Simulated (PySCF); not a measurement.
Predicted microwave data (PySCF, PBE0-D3(BJ)/def2-SVP geometry optimisation, gas phase) for one isomer of C4H4OS:

- Rotational constants: A = 5338, B = 3277, C = 2032 MHz
- Dipole components: |μa| = 0.13 D, |μb| = 0.86 D, |μc| = 0.52 D
- Inertial defect: -0.19 u·Å²
- κ: -0.25

Problem. Which structure is it? (One computed conformer of each.)
A. `[SH:1][c:2]1[cH:3][cH:4][cH:5][o:6]1` with H–S1–C2–C3 180°
B. `C1SC(C=C1)=O` (2(5H)-thiophenone)
C. `[OH:1][c:2]1[cH:3][cH:4][cH:5][s:6]1` with H–O1–C2–C3 -161°
D. `[CH3:1][C:2](=[O:3])[CH:4]=[C:5]=[S:6]` with C1–C2–C4–C5 0°
E. `[OH:1][c:2]1[cH:3][cH:4][s:5][cH:6]1` with H–O1–C2–C3 180°

Solution. C. It is Oc1cccs1, an asymmetric top. The candidates at the same level (rigid rotor, commonest isotopes):

```tsv
SMILES	A (MHz)	B (MHz)	C (MHz)	μa (D)	μb (D)	μc (D)	Δ (u·Å²)	point group	rotor
Sc1ccco1	9028	2144	1732	0.64	0.48	0.00	0.00	Cs	asymmetric top
CC(=O)C=C=S	8689	1410	1223	2.32	1.00	0.00	-3.17	Cs	near-prolate asymmetric top
Oc1ccsc1	7200	2543	1879	0.39	0.95	0.00	0.00	Cs	asymmetric top
O=C1C=CCS1	4855	3349	2007	4.10	1.78	0.00	-3.18	Cs	asymmetric top
Oc1cccs1	5338	3277	2032	0.13	0.86	0.52	-0.19	–	asymmetric top
```

`CC(=O)C=C=S` has A 63 % too high; `Oc1ccsc1` has A 35 % too high; `O=C1C=CCS1` has A 9 % too low; `Sc1ccco1` has A 69 % too high. No structure here is proved a minimum.
